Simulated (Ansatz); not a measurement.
The input, for Ansatz 0.2.0:

```yaml
crystal:
  periodic: [false, false, false]
  atoms:
    - {symbol: Si, position_ang: [0.000000, 0.000000, 0.000000]}
    - {symbol: N, position_ang: [0.000000, 0.000000, 2.443000]}
basis:
  gaussian: {orbitals: 6-31G}
magnetization: {spin_polarized: true, initial_magnetization: 1}
hamiltonian: {xc: {name: BLYP}}
```

```sh
$ ansatz run in.yaml --threads 1 --pin off --events-out ev --progress --plain --max-ram 2393MiB
```

(1) Roughly how long does this take on 1 thread of Arm Neoverse V2, shared host, and how much host memory?

```
272 factors; integrals over basis functions are off by at most 1.7e-4 eV
mean field evaluation 1: about -9341.7680 eV, gradient 4.9e1 eV
mean field evaluation 2: about -9143.1774 eV, gradient 1.0e2 eV
mean field evaluation 4: about -9355.3754 eV, gradient 2.8e1 eV
mean field evaluation 8: about -9360.2448 eV, gradient 1.5e0 eV
mean field evaluation 16: about -9360.2608 eV, gradient 7.0e-4 eV
mean field evaluation 32: about -9360.2503 eV, gradient 6.3e-1 eV
mean field evaluation 64: about -9360.2608 eV, gradient 1.9e-6 eV
mean field evaluation 96: about -9352.2430 eV, gradient 2.3e1 eV
mean field evaluation 128: about -9359.7107 eV, gradient 1.3e0 eV
mean field -9360.26077868 eV, -343.9832390040 hartree, gradient 1.5e-5 eV, S^2 1.483265; 11 other end points of the search recorded, 0 dependent functions left out
reference -9360.26099920 eV, -343.9832471078 hartree; 11, 10 occupied and 11, 12 virtual orbitals, 272 factors
Total energy: -9360.26099920 eV, -343.9832471078 hartree
```

Results:

(1) 2.1 s wall and 0.17 GiB.
